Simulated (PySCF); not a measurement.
Shieldings and the share of exact exchange

Molecule: `[NH3+][AlH3-]`, AlH$_{6}$N.

Atoms are numbered as in `[NH3+:1][AlH3-:2]`; H(Xn) means a hydrogen on atom n.

GIAO shieldings (ppm, equivalent atoms averaged) in PySCF 2.14.0 with density-fitted response routines on the PBE0-D3(BJ)/def2-SVP geometry, basis pcSseg-2, gas phase, non-relativistic:

| functional | exact exchange (%) | σ(Al2) |
| --- | --- | --- |
| BLYP | 0 | 404.6 |
| BP86 | 0 | 409.8 |
| PBE | 0 | 408.4 |
| B3LYP | 20 | 417.3 |
| PBE0 | 25 | 424.9 |
| BHandHLYP | 50 | 434.9 |
| HF | 100 | 468.2 |

Problem. Fit each shielding as a line in the percentage of exact exchange.

Solution. σ(Al2) = 407.3 + 0.60 x (rms 2.1 ppm). The functionals also differ in their semilocal parts, which the line can't hold; Hartree–Fock has no correlation at all.

Problem. What does the line predict for mPW1PW91 (25 %), and what does the run give?

Solution. σ(Al2): 422.3 predicted, 425.7 computed ppm.
